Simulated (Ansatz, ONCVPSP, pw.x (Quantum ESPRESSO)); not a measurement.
# pw.x on bcc Nb: one setting changed

Potential: optimised norm-conserving Vanderbilt (ONCV), ONCVPSP 4.0.1, PBE; core [Ar] 3d10, reference 4s2 4p6 4d4 5s1; waves: 4s+5s: rc 2.00 bohr, ncon 4, nbas 7, qcut 7.2 1/bohr, 2 projectors; 4p: rc 1.85 bohr, ncon 4, nbas 7, qcut 7.7 1/bohr, 1 projector; 4d: rc 1.95 bohr, ncon 3, nbas 7, qcut 4.6 1/bohr, 2 projectors, debl 0.6 Ha; local part: polynomial inside 1.45 bohr (lpopt 5, dvloc0 2 Ha); core correction: none.

The reference run (k-mesh 14³, cutoffs 50/200 Ry, Fermi–Dirac 0.01 Ry, mixing_beta 0.4, conv_thr 1e-9, no spin) gives -1.36 GPa at 18.179 Å³/atom, where all-electron LAPW gives 0.16 GPa. This run, with its own iteration cap, changes k-mesh points per axis to 6.

```
&control
  calculation='scf', prefix='x', pseudo_dir='./', outdir='./tmp', tstress=.true., disk_io='none'
/
&system
  ibrav=0, nat=1, ntyp=1, ecutwfc=50, ecutrho=200, nbnd=14,
  occupations='smearing', smearing='fd', degauss=0.01
/
&electrons
  conv_thr=1e-09, mixing_beta=0.4, electron_maxstep=50
/
ATOMIC_SPECIES
Nb 1.0 Nb.UPF
CELL_PARAMETERS angstrom
  -1.65641822 1.65641822 1.65641822
  1.65641822 -1.65641822 1.65641822
  1.65641822 1.65641822 -1.65641822
ATOMIC_POSITIONS crystal
Nb 0.0000 0.0000 0.0000
K_POINTS automatic
6 6 6 0 0 0
```

```bash
pw.x < Nb.scf.in > Nb.scf.out
```

Task: How does the run end?

Result: It converges in 8 iterations; the free energy moves by +18.8 meV/atom and the pressure by -1.91 GPa.

```
Message from routine setup:
     using ibrav=0 with symmetry is DISCOURAGED, use correct ibrav instead
     lattice parameter (alat)  =       5.4216  a.u.
     unit-cell volume          =     122.6780 (a.u.)^3
     number of electrons       =        13.00
     number of Kohn-Sham states=           14
     kinetic-energy cutoff     =      50.0000  Ry
     charge density cutoff     =     200.0000  Ry
     scf convergence threshold =      1.0E-09
     Exchange-correlation= PBE
     number of k points=    16  Fermi-Dirac smearing, width (Ry)=  0.0100
     iteration #  1     ecut=    50.00 Ry     beta= 0.40
     total energy              =    -114.41879167 Ry
     estimated scf accuracy    <       0.08352667 Ry
     iteration #  2     ecut=    50.00 Ry     beta= 0.40
     total energy              =    -114.42111385 Ry
     estimated scf accuracy    <       0.01057139 Ry
     iteration #  3     ecut=    50.00 Ry     beta= 0.40
     total energy              =    -114.42246060 Ry
     estimated scf accuracy    <       0.00066961 Ry
     iteration #  4     ecut=    50.00 Ry     beta= 0.40
     total energy              =    -114.42249521 Ry
     estimated scf accuracy    <       0.00002630 Ry
     iteration #  5     ecut=    50.00 Ry     beta= 0.40
     total energy              =    -114.42249584 Ry
     estimated scf accuracy    <       0.00000339 Ry
     iteration #  6     ecut=    50.00 Ry     beta= 0.40
     total energy              =    -114.42249667 Ry
     estimated scf accuracy    <       0.00000016 Ry
     iteration #  7     ecut=    50.00 Ry     beta= 0.40
     total energy              =    -114.42249667 Ry
     estimated scf accuracy    <       0.00000001 Ry
     iteration #  8     ecut=    50.00 Ry     beta= 0.40
     the Fermi energy is    17.8214 ev
!    total energy              =    -114.42249668 Ry
     estimated scf accuracy    <          4.2E-10 Ry
     smearing contrib. (-TS)   =      -0.00666970 Ry
     The total energy is F=E-TS. E is the sum of the following terms:
     one-electron contribution =     -17.86575238 Ry
     hartree contribution      =      15.37216047 Ry
     xc contribution           =     -13.68010755 Ry
     ewald contribution        =     -98.24212751 Ry
     convergence has been achieved in   8 iterations
          total   stress  (Ry/bohr**3)                   (kbar)     P=      -32.68
     Message from routine punch:
     Nothing written, as per user request (disk_io='none')
```

The run took about 2 s on one core of a shared server CPU.
